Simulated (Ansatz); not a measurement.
bcc Na was calculated with Hartree–Fock in Ansatz (PAW).

Input file:

Ansatz 0.2 input:
```yaml
crystal:
  lattice:
    - [-2.2653756258, 2.2653756258, 2.2653756258]
    - [2.2653756258, -2.2653756258, 2.2653756258]
    - [2.2653756258, 2.2653756258, -2.2653756258]
  atoms:
    - { symbol: Na, position: [0.0, 0.0, 0.0] }
basis:
  ecutwfc: 460
  ecutrho_ratio: 4
  xc_grid: 2
kpoints:
  mp_grid: { grid: [10, 10, 10] }
hamiltonian:
  xc: hf
  dispersion: none
  pseudopotentials: { kind: paw }
scf:
  occupations: { method: fermi_dirac, width: 0.05 }
  convergence: { dr2_threshold: 0.0000000001 }
output:
  forces: false
  stress: true
  eigenvalues: true
```

From the output:

```
WARN output.stress: scf.exx.energy_threshold = 1e-6 eV is looser than the 1e-8 eV advised for a stress under a hybrid functional (1e-8 eV for each atom of the …
Crystal: 1 atoms, lattice volume = 46.503 Å³
Basis set: ecut = 460 eV, 1055 PW (Γ), exchange–correlation on 60×60×60 points (8 copies of the dense FFT grid, shifted against one another)
Bands: 9, of which v1, the nominal top of the filled ones, is band 5 counted from 1 (4 counted from 0)
Symmetry: 48 space group operations
Space group: Im-3m (ITA 229), of the structure as read, at distance tolerance 3.6e-5 Å
k-points: 47 of 1000
Functional: x = pbe(κ = 0.804, μ = 0.2195149727645171), c = none, warm-up for x = 0 pbe(κ = 0.804, μ = 0.2195149727645171) + 1 exact, c = none
SCF iter   1: F=—  HF=-1475.726522 eV  |F-HF|=—  |Δ(HF+E_count)|=         —  Δρ=5.18e-3  dr2=5.57e-3
SCF iter   2: F=—  HF=-1475.723272 eV  |F-HF|=—  |Δ(HF+E_count)|=   3.25e-3  Δρ=1.36e-3  dr2=5.03e-4
  ...
SCF 1 converged in 8 iterations: F = -1475.723538 eV  dr2 = 1.48e-11
Crystal: 1 atoms, lattice volume = 46.503 Å³
Initial density: handed on by an earlier stage of this run
Functional: x = 0 pbe(κ = 0.804, μ = 0.2195149727645171) + 1 exact, c = none
SCF 2 converged in 8 iterations: F = -1476.774530 eV  dr2 = 2.85e-11
Crystal: 1 atoms, lattice volume = 46.503 Å³
SCF 3 converged in 5 iterations: F = -1476.828196 eV  dr2 = 1.48e-11
Crystal: 1 atoms, lattice volume = 46.503 Å³
Crystal: 1 atoms, lattice volume = 46.503 Å³
SCF 5 converged in 10 iterations: F = -1476.835930 eV  dr2 = 8.77e-11
Crystal: 1 atoms, lattice volume = 46.503 Å³
SCF iter   2: F=—  HF=-1476.835931 eV  |F-HF|=—  |Δ(HF+E_count)|=   6.75e-9  Δρ=9.87e-7  dr2=7.34e-10
SCF iter   3: F=-1476.835931 eV  HF=-1476.835931 eV  |F-HF|=1.91e-11  |Δ(HF+E_count)|=  9.19e-10  Δρ=2.02e-7  dr2=3.68e-11
SCF 6 converged in 3 iterations: F = -1476.835931 eV  dr2 = 3.68e-11
Free energy (F): -1476.835931 eV
Internal energy: -1476.833888 eV  (E = F + TS)
E sigma→0 (E₀):  -1476.834909 eV
Fermi energy:    1.650914 eV
--- Stress (GPa, compression-positive) ---
       -0.068320      -0.000000      -0.000000
        0.000000      -0.068320       0.000000
       -0.000000      -0.000000      -0.068320
  P = ⅓ Tr σ = -0.0683 GPa (-0.683 kbar)
```

The PAW data were made under PBE.

Note: the cell is over a tenth larger than the published one: the level's own overestimate first of all, though another phase or state, or a fault of the published cell, is possible. Note: the run warned that the count of filled bands differs between k points.

Computing time: around 80 core-seconds (rough).

Ansatz is a first-principles code.
